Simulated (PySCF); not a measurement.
# SF₂⁺: structure of the doublet

Where does doublet SF₂⁺ go from a linear start, is the end point a minimum, and what are its modes, charges and moments?

The runs use PySCF 2.14.0; PBE0, basis S def2-TZVP, F def2-TZVP, no relativity, density fitting.

## 1. Where the work starts

3 atoms, charge 1, spin multiplicity 2.

Bond lengths: S1–F2 1.637 Å, S1–F3 1.637 Å. Angles: F2–S1–F3 180.0°.

Z-matrix (Å, degrees; charge 1 multiplicity 2):
```
S
F  1 1.6366
F  1 1.6366 2 180.00
```

## 2. First SCF at the start

The steps below are one call of a driver around PySCF. For each, scf.py gives the equivalent set-up of the SCF; relaxations use the driver's own optimiser. After this first run the driver tries any further starts and a stability analysis.

Contents of scf.py:

```python
from pyscf import gto, scf, dft
mol = gto.M(atom='''
S      0.000000     0.000000     0.000000
F      0.000000     0.000000     1.636600
F      0.000000     0.000000    -1.636600''',
    basis={'S': 'def2-TZVP', 'F': 'def2-TZVP'},
    charge=1, spin=1)
mf = dft.UKS(mol, xc='PBE0')
mf.grids.atom_grid = (50, 194)
aux = {'S': 'def2-universal-JKFIT', 'F': 'def2-universal-JKFIT'}
mf = mf.density_fit(auxbasis=aux)
mf.conv_tol = 1e-08
mf.diis_space = 10
mf.max_cycle = 60
mf.init_guess = 'minao'
mf.verbose = 4
mf.kernel()
```

Launch:

```console
$ OMP_NUM_THREADS=4 python axn.py task.json out
```

Further steps of the session: Linear start, doublet: relaxation; Hessian and properties; Following the imaginary mode; Hessian and properties.

Q: Predict the outcome of this session. Wanted: minimum; geometry; wavenumbers; dipole moment; highest occupied, lowest empty level; polar-tensor charge of S1; zero-point energy; ⟨S²⟩.

**Answer**, as computed:

```
                                          quantity                           value
                                           minimum                    doublet, C2v
                                          geometry  S–F 1.506 Å (×2); F–S–F 102.0°
                                wavenumbers (cm⁻¹)  409 (a1), 1007 (a1), 1029 (b2)
                    dipole moment (centre of mass)                          1.99 D
highest occupied, lowest empty level (either spin)               -16.86, -12.43 eV
                         polar-tensor charge of S1                         +1.57 e
                                 zero-point energy                     14.6 kJ/mol
                               entropy at 298.15 K                 260.4 J/(mol K)
                                              ⟨S²⟩                           0.756
```

From D∞h at the start the molecule goes to a C2v minimum, after a stop at a second-order saddle point 273.9 kJ/mol higher, from which it was pushed off along an imaginary mode. The strongest infrared band lies at 1029 cm⁻¹ (b2, stretch). Most of the spin sits on S1 (Mulliken spin 0.81, against 1 for the whole molecule). Only this shape and spin were tried, so other structures or states may lie lower.
